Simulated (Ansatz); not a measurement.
Wavefunction ladder for `C=C1C=C1C`

```xyz
11

C    -2.0185   -0.4444   -0.5449
C    -0.7692   -0.5743   -0.1168
C     0.3281   -1.3297    0.4024
C     0.5296   -0.0473    0.1806
C     1.4109    1.1238    0.1993
H    -2.6903   -1.2926   -0.5704
H    -2.3929    0.5147   -0.8789
H     0.7237   -2.2747    0.7395
H     0.9722    1.9090    0.8214
H     2.4043    0.8803    0.5774
H     1.5019    1.5354   -0.8098
```

Charge 0, multiplicity 1. The structure was optimised at the PBE0-D4/def2-TZVP level. Frozen core, restricted reference, Ansatz. CBS rows extrapolate triple and quadruple zeta; past MP2 they add the triple-zeta difference.

| basis | HF (Eh) | MP2 corr. | CCSD corr. | (T) | CCSD(T) total |
| --- | --- | --- | --- | --- | --- |
| def2-SVP | -192.57858 | -0.65596 | -0.69987 | -0.02762 | -193.30607 |
| def2-TZVPP | -192.79124 | -0.79427 | -0.82711 | -0.04025 | -193.65860 |
| def2-QZVPP | -192.79970 | -0.84502 | – | – | – |
| CBS(def2) | -192.80087 | -0.88262 | -0.91545 | as TZ | -193.75657 |
